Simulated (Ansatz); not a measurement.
Working through a rigid scan of one bond length of C2H3F (charge +1), SMILES [CH2][CH+]F

Computed with the Ansatz DFT code, driven from Python.

Typed at the interpreter:
```pycon
>>> import ansatz as az
>>> import numpy as np
>>> GEOMETRY = """
... C    -0.76780   -0.16530   -0.29530
... C     0.67440    0.11080   -0.03660
... F     1.58650   -0.88860   -0.14890
... H    -1.13400   -0.93170    0.41880
... H    -1.36040    0.76530   -0.17280
... H     1.00120    1.10940    0.23470
... """
>>> molecule = az.Crystal.molecule()
>>> for line in GEOMETRY.strip().splitlines():
...     symbol, *xyz = line.split()
...     molecule = molecule.atom(symbol, [float(v) for v in xyz])
...
>>> symbols = [site.symbol for site in molecule.cartesian_sites]
>>> start = np.array([site.position_ang for site in molecule.cartesian_sites])
>>> axis = (start[3] - start[0]) / np.linalg.norm(start[3] - start[0])
>>> moving = [3]
>>> lengths, energies = [0.977, 1.021, 1.065, 1.11, 1.154, 1.198, 1.243, 1.309], []
>>> for length in lengths:
...     xyz = start.copy()
...     xyz[moving] += (length - np.linalg.norm(start[3] - start[0])) * axis
...     point = az.Crystal.molecule()
...     for symbol, place in zip(symbols, xyz):
...         point = point.atom(symbol, place.tolist())
...     calculation = (
...         point.calculation()
...         .basis(gaussian="cc-pVDZ")  # atom-centred Gaussian functions
...         .functional("HF")
...         .charge(1)  # electrons removed from the neutral system
...         .spin("collinear", total=1)
...     )
...     rep = calculation.run(threads=1, pin="off").report
...     energies.append(rep["free_energy_ev"])
...     print(f"r = {length:6.3f} A  E = {energies[-1]:.5f} eV  <S^2> = {abs(rep['mean_field']['state']['spin_squared']):.3f}")
...
r =  0.977 A  E = -4803.11997 eV  <S^2> = 0.762
r =  1.021 A  E = -4803.32316 eV  <S^2> = 0.763
r =  1.065 A  E = -4803.42026 eV  <S^2> = 0.763
r =  1.110 A  E = -4803.43366 eV  <S^2> = 0.764
r =  1.154 A  E = -4803.38136 eV  <S^2> = 0.765
r =  1.198 A  E = -4803.27915 eV  <S^2> = 0.766
r =  1.243 A  E = -4803.13520 eV  <S^2> = 0.767
r =  1.309 A  E = -4802.87239 eV  <S^2> = 0.771
>>> # quartic fit about the minimum
>>> fit = np.polynomial.Polynomial.fit(lengths, np.array(energies) - min(energies), 4).convert()
>>> roots = [r.real for r in fit.deriv().roots() if abs(r.imag) < 1e-9 and fit.deriv(2)(r.real) > 0]
>>> r_e = min(roots, key=lambda r: abs(r - lengths[int(np.argmin(energies))]))
>>> print(f"minimum of the fit at {r_e:.4f} A, force constant {fit.deriv(2)(r_e):.2f} eV/A^2")
minimum of the fit at 1.0950 A, force constant 36.40 eV/A^2
```

What to keep in mind:
- These settings explore the input space; basis and method may be short of convergence.
- The rest of the molecule is held rigid at a force-field or estimated start geometry, and the basis set is modest; single-reference methods fail as a bond breaks.
- The run takes the species as open-shell (spin multiplicity 2), which needn't be its ground state.
- Hartree-Fock leaves correlation out, so bond, atomisation and ionisation energies come out well too low.
- For an odd-electron ion, approximate functionals spread the charge over both fragments and lower the stretched end too much.
- Run time: 2.6 s on 1 thread of Arm Neoverse V2, on a shared host, peak memory 0.16 GiB.
